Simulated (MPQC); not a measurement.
**UHF/6-311G(2df,2pd) run of BH3 (borane)**

Aim: the energy difference between two shapes of BH3 (borane) at UHF/6-311G(2df,2pd), from 2 runs. 

Program for the calculation: MPQC 2.3.1.

3 further runs of the same task are left out: 1 that didn't finish, 2 set aside as unsound or not needed.

## 1. Starting point

BH3 has 4 atoms, charge 0, and is taken as a singlet. As SMILES, `B`. The shape is that of a PBE0-D4/def2-TZVP optimisation.

Bond lengths: B1–H2 1.193 Å, B1–H3 1.193 Å, B1–H4 1.193 Å. Angles: H2–B1–H3 120.0°, H2–B1–H4 120.0°, H3–B1–H4 120.0°.

## 2. A single-point energy at UHF/6-311G(2df,2pd)

The input, mol.in:

```
molecule<Molecule>: (
    symmetry = c1
    unit = bohr
    { atoms geometry } = {
        B  [ 0.02626719    -0.02853486    -0.00963760 ]
        H  [ 1.85608900     0.72130846     1.07487622 ]
        H  [ -0.52194236    -2.21438107     0.08125822 ]
        H  [ -1.25553404     1.40765699    -1.18466931 ]
    }
)
basis<GaussianBasisSet>: (
    name = "6-311G(2df,2pd)"
    molecule = $:molecule
    puream = yes
)
mpqc: (
    checkpoint = no
    savestate = no
    restart = no
    do_energy = yes
    do_gradient = no
    optimize = no
    mole<UHF>: (
        molecule = $:molecule
        basis = $:basis
        total_charge = 0
        multiplicity = 1
        memory = 1000000000
        print_evals = yes
        print_npa = yes
        maxiter = 100
        guess_wavefunction<UHF>: (
            molecule = $:molecule
            total_charge = 0
            multiplicity = 1
            memory = 1000000000
            value_accuracy = 1e-3
            basis<GaussianBasisSet>: (
                name = "STO-3G"
                molecule = $:molecule
            )
        )
    )
)
```

The run is started by

```sh
mpqc mol.in > mol.out
```

Output:

```text
MPQC: Massively Parallel Quantum Chemistry
                                   Version 2.3.1

  Using IntegralV3 by default for molecular integrals evaluation

      USCF::init: total charge = 0

      alpha = [ 4 ]
      beta  = [ 4 ]

  USCF::init: total charge = 0

  alpha = [ 4 ]
  beta  = [ 4 ]

  Molecular formula H3B

  MPQC options:
    matrixkit     = <ReplSCMatrixKit>
    restart       = no
    checkpoint    = no
    savestate     = no
    do_energy     = yes
    do_gradient   = no
    optimize      = no
    write_pdb     = no
    print_mole    = yes
    print_timings = yes

  SCF::compute: energy accuracy = 1.0000000e-06

  nuclear repulsion energy =    7.4188382372

  Projecting guess wavefunction into the present basis set

      SCF::compute: energy accuracy = 1.0000000e-03

      nuclear repulsion energy =    7.4188382372

      Starting from core Hamiltonian guess

      Using symmetric orthogonalization.
      n(basis):             8
      Maximum orthogonalization residual = 2.0045
      Minimum orthogonalization residual = 0.255729
      Beginning iterations.  Basis is STO-3G.
      iter     1 energy =  -25.9370188583 delta = 4.66924e-01
      iter     2 energy =  -26.0612879940 delta = 1.12286e-01
      iter     3 energy =  -26.0680445096 delta = 2.53669e-02
      iter     4 energy =  -26.0685615300 delta = 7.61853e-03
      iter     5 energy =  -26.0685868184 delta = 1.79808e-03

      <S^2>exact = 0.000000
      <S^2>      = -0.000000

      total scf energy =  -26.0685868184

      Projecting the guess density.

        The number of electrons in the guess density = 4
        Using symmetric orthogonalization.
        n(basis):            72
        Maximum orthogonalization residual = 5.19209
        Minimum orthogonalization residual = 0.00274751
        The number of electrons in the projected density = 3.99829

      Projecting the guess density.

        The number of electrons in the guess density = 4
        The number of electrons in the projected density = 3.99829

  Beginning iterations.  Basis is 6-311G(2df,2pd).
  iter     1 energy =  -26.3583967342 delta = 2.79591e-02
  iter     2 energy =  -26.3962979587 delta = 4.72126e-03
  iter     3 energy =  -26.3989769614 delta = 1.31952e-03
  iter     4 energy =  -26.3992813348 delta = 5.35816e-04
  iter     5 energy =  -26.3993168363 delta = 2.42618e-04
  iter     6 energy =  -26.3993189001 delta = 6.57906e-05
  iter     7 energy =  -26.3993190485 delta = 2.15932e-05
  iter     8 energy =  -26.3993190594 delta = 6.68329e-06
  iter     9 energy =  -26.3993190601 delta = 1.92605e-06

  <S^2>exact = 0.000000
  <S^2>      = -0.000000

  total scf energy =  -26.3993190601
Value of the MolecularEnergy:  -26.3993190601

  Function Parameters:
    value_accuracy    = 4.841265e-07 (1.000000e-06) (computed)
    gradient_accuracy = 0.000000e+00 (1.000000e-06)
    hessian_accuracy  = 0.000000e+00 (1.000000e-04)

  Molecule:
    Molecular formula: H3B
    molecule<Molecule>: (
      symmetry = c1
      unit = "bohr"
      {  n atoms                        geometry                     }={
         1     B [    0.0262671900    -0.0285348600    -0.0096376000]
         2     H [    1.8560890000     0.7213084600     1.0748762200]
         3     H [   -0.5219423600    -2.2143810700     0.0812582200]
         4     H [   -1.2555340400     1.4076569900    -1.1846693100]
      }
    )
    Atomic Masses:
       11.00931    1.00783    1.00783    1.00783

  Electronic basis:
    GaussianBasisSet:
      nbasis = 72
      nshell = 25
      nprim  = 38
      name = "6-311G(2df,2pd)"
  Natural Population Analysis:
     n   atom    charge     ne(S)     ne(P)     ne(D)     ne(F)
      1    B    0.437974  2.941907  1.612470  0.006889  0.000761
      2    H   -0.145992  1.144405  0.001476  0.000110
      3    H   -0.145985  1.144399  0.001476  0.000110
      4    H   -0.145997  1.144410  0.001476  0.000110

  SCF Parameters:
    maxiter = 100
    density_reset_frequency = 10
    level_shift = 0.250000

  UnrestrictedSCF Parameters:
    charge = 0
    nalpha = 4
    nbeta = 4
    alpha = [ 4 ]
    beta  = [ 4 ]

                          CPU Wall
mpqc:                    2.26 2.26
  NAO:                   0.01 0.01
  calc:                  2.24 2.24
    vector:              2.24 2.24
      density:           0.00 0.00
      evals:             0.03 0.03
      extrap:            0.02 0.02
      fock:              2.10 2.10
      vector:            0.00 0.00
        density:         0.00 0.00
        evals:           0.00 0.00
        extrap:          0.00 0.00
        fock:            0.00 0.00
  input:                 0.01 0.01
```

Run time: 2.4 s. Hardware: 1 thread of Arm Neoverse V1, shared host; peak memory 0.31 GiB.

## 3. The distorted shape

The input, run.in:

```
% BH3
molecule<Molecule>: (
  symmetry = c1
  unit = bohr
  { atoms geometry } = {
    B  [ 0.01428066   0.00354513  -0.02430188 ]
    H  [ 1.87874871   0.70105249   1.07787710 ]
    H  [ -0.49720206  -2.15958468   0.11863701 ]
    H  [ -1.28400654   1.47196815  -1.19120776 ]
  }
)
basis<GaussianBasisSet>: (
  name = "6-311G(2df,2pd)"
  molecule = $:molecule
  puream = yes
)
mpqc: (
  checkpoint = no
  savestate = no
  restart = no
  do_energy = yes
  do_gradient = no
  optimize = no
  mole<UHF>: (
    molecule = $:molecule
    basis = $:basis
    total_charge = 0
    multiplicity = 1
    memory = 1000000000
    print_evals = yes
    print_npa = yes
    maxiter = 100
    guess_wavefunction<UHF>: (
      molecule = $:molecule
      total_charge = 0
      multiplicity = 1
      memory = 1000000000
      value_accuracy = 1e-3
      basis<GaussianBasisSet>: (
        name = "STO-3G"
        molecule = $:molecule
      )
    )
  )
)
```

The run is started by

```sh
mpqc run.in > run.out
```

Output:

```text
MPQC: Massively Parallel Quantum Chemistry
                                   Version 2.3.1

  Using IntegralV3 by default for molecular integrals evaluation

      USCF::init: total charge = 0

      alpha = [ 4 ]
      beta  = [ 4 ]

  USCF::init: total charge = 0

  alpha = [ 4 ]
  beta  = [ 4 ]

  Molecular formula H3B

  MPQC options:
    matrixkit     = <ReplSCMatrixKit>
    restart       = no
    checkpoint    = no
    savestate     = no
    do_energy     = yes
    do_gradient   = no
    optimize      = no
    write_pdb     = no
    print_mole    = yes
    print_timings = yes

  SCF::compute: energy accuracy = 1.0000000e-06

  nuclear repulsion energy =    7.4003140345

  Projecting guess wavefunction into the present basis set

      SCF::compute: energy accuracy = 1.0000000e-03

      nuclear repulsion energy =    7.4003140345

      Starting from core Hamiltonian guess

      Using symmetric orthogonalization.
      n(basis):             8
      Maximum orthogonalization residual = 2.00135
      Minimum orthogonalization residual = 0.256502
      Beginning iterations.  Basis is STO-3G.
      iter     1 energy =  -25.9346551599 delta = 4.67216e-01
      iter     2 energy =  -26.0602728915 delta = 1.12801e-01
      iter     3 energy =  -26.0670772662 delta = 2.53893e-02
      iter     4 energy =  -26.0676050877 delta = 7.68022e-03
      iter     5 energy =  -26.0676312838 delta = 1.82450e-03

      <S^2>exact = 0.000000
      <S^2>      = -0.000000

      total scf energy =  -26.0676312838

      Projecting the guess density.

        The number of electrons in the guess density = 4
        Using symmetric orthogonalization.
        n(basis):            72
        Maximum orthogonalization residual = 5.18315
        Minimum orthogonalization residual = 0.00265388
        The number of electrons in the projected density = 3.99829

      Projecting the guess density.

        The number of electrons in the guess density = 4
        The number of electrons in the projected density = 3.99829

  Beginning iterations.  Basis is 6-311G(2df,2pd).
  iter     1 energy =  -26.3574253652 delta = 2.79777e-02
  iter     2 energy =  -26.3957455167 delta = 4.74283e-03
  iter     3 energy =  -26.3984659055 delta = 1.32783e-03
  iter     4 energy =  -26.3987756597 delta = 5.40197e-04
  iter     5 energy =  -26.3988120969 delta = 2.44803e-04
  iter     6 energy =  -26.3988142366 delta = 6.61198e-05
  iter     7 energy =  -26.3988143927 delta = 2.17408e-05
  iter     8 energy =  -26.3988144043 delta = 6.78008e-06
  iter     9 energy =  -26.3988144050 delta = 1.97732e-06

  <S^2>exact = 0.000000
  <S^2>      = -0.000000

  total scf energy =  -26.3988144050
Value of the MolecularEnergy:  -26.3988144050

  Function Parameters:
    value_accuracy    = 5.034422e-07 (1.000000e-06) (computed)
    gradient_accuracy = 0.000000e+00 (1.000000e-06)
    hessian_accuracy  = 0.000000e+00 (1.000000e-04)

  Molecule:
    Molecular formula: H3B
    molecule<Molecule>: (
      symmetry = c1
      unit = "bohr"
      {  n atoms                        geometry                     }={
         1     B [    0.0142806600     0.0035451300    -0.0243018800]
         2     H [    1.8787487100     0.7010524900     1.0778771000]
         3     H [   -0.4972020600    -2.1595846800     0.1186370100]
         4     H [   -1.2840065400     1.4719681500    -1.1912077600]
      }
    )
    Atomic Masses:
       11.00931    1.00783    1.00783    1.00783

  Electronic basis:
    GaussianBasisSet:
      nbasis = 72
      nshell = 25
      nprim  = 38
      name = "6-311G(2df,2pd)"
  Natural Population Analysis:
     n   atom    charge     ne(S)     ne(P)     ne(D)     ne(F)
      1    B    0.436770  2.943591  1.611989  0.006876  0.000774
      2    H   -0.146293  1.144781  0.001413  0.000099
      3    H   -0.148550  1.146818  0.001604  0.000127
      4    H   -0.141927  1.140390  0.001430  0.000107

  SCF Parameters:
    maxiter = 100
    density_reset_frequency = 10
    level_shift = 0.250000

  UnrestrictedSCF Parameters:
    charge = 0
    nalpha = 4
    nbeta = 4
    alpha = [ 4 ]
    beta  = [ 4 ]

                          CPU Wall
mpqc:                    2.37 2.37
  NAO:                   0.01 0.01
  calc:                  2.35 2.35
    vector:              2.35 2.35
      density:           0.00 0.00
      evals:             0.03 0.03
      extrap:            0.02 0.02
      fock:              2.21 2.21
      vector:            0.00 0.00
        density:         0.00 0.00
        evals:           0.00 0.00
        extrap:          0.00 0.00
        fock:            0.00 0.00
  input:                 0.01 0.01
```

It took 2.5 s on 1 thread of Arm Neoverse V1, shared host; peak memory 0.31 GiB.

## 4. Results

Level: UHF/6-311G(2df,2pd).

| quantity | value |
| --- | --- |
| first shape: total energy | -26.39932 Eh |
| distorted shape: total energy | -26.39881 Eh |
| energy change with the atoms displaced | 0.014 eV |

**Reading.** With the atoms displaced the energy rises by 0.01 eV (0.3 kcal/mol). The first shape isn't relaxed at this level, so the change isn't measured from a minimum.
